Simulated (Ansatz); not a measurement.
YAl2Pd5: a prediction, then the measurements

The calculation used DFT PBEsol, scalar-relativistic, plane waves, PAW (Ansatz).

Cutoff 420 eV; k points 12×12×12 on the computed 8-atom cell (Γ-centred); Gaussian smearing, width 0.10 eV; no spin polarisation.

Relaxed structure, symmetry kept:

```xyz
8
Lattice="-2.0431 2.0431 7.3797 2.0431 -2.0431 7.3797 2.0431 2.0431 -7.3797" Properties=species:S:1:pos:R:3 pbc="T T T"
Y     0.0000    0.0000    0.0000
Al    0.0000    0.0000   11.0241
Al    0.0000    0.0000    3.7354
Pd    0.0000    0.0000    7.3797
Pd    0.0000    2.0431    5.2583
Pd    2.0431    0.0000    5.2583
Pd    2.0431    0.0000    2.1214
Pd    0.0000    2.0431    2.1214
```

```json
{"Space group": "I4/mmm (No. 139)", "Volume per atom": "15.40 Å³", "Formation energy from the elements' standard states (uncorrected)": "-0.952 eV/atom", "Kohn–Sham band gap": "none (metal)", "Density of states at the Fermi level": "1.89 states/eV per cell", "Löwdin character within 0.5 eV of the Fermi level": "Pd 4d 37 %, Al 3p 30 %, Y 4d 14 %, unprojected 11 %", "Bulk modulus": "154 GPa", "Its pressure derivative": "5.0", "Bader charges (e)": "Y (1 in the cell) 1.64, Al (2 in the cell) 1.89, Pd (1 in the cell) -0.60, Pd (4 in the cell) -1.20"}
```

**Measured values to compare with.**

“Giant Uniaxial Anisotropy in the Magnetic and Transport Properties of CePd5Al2”, 2008, arxiv:0803.1078 reports, for a powder of YAl2Pd5: lattice constant a 4.1214 ± 0.0003 Å; lattice constant c 14.822 ± 0.001 Å.

Against the measured lattice constant a of YAl2Pd5, 4.1214 Å (powder; the paper above), the calculated 4.086 Å is off by -0.9 %. Against the measured lattice constant c of YAl2Pd5, 14.822 Å (powder; the paper above), the calculated 14.759 Å is off by -0.4 %. The calculation is for 0 K without zero-point motion.

Cost: 7 runs of about 51 core-minutes in all, on AMD EPYC 7R43 (Zen 3) (shared hosts).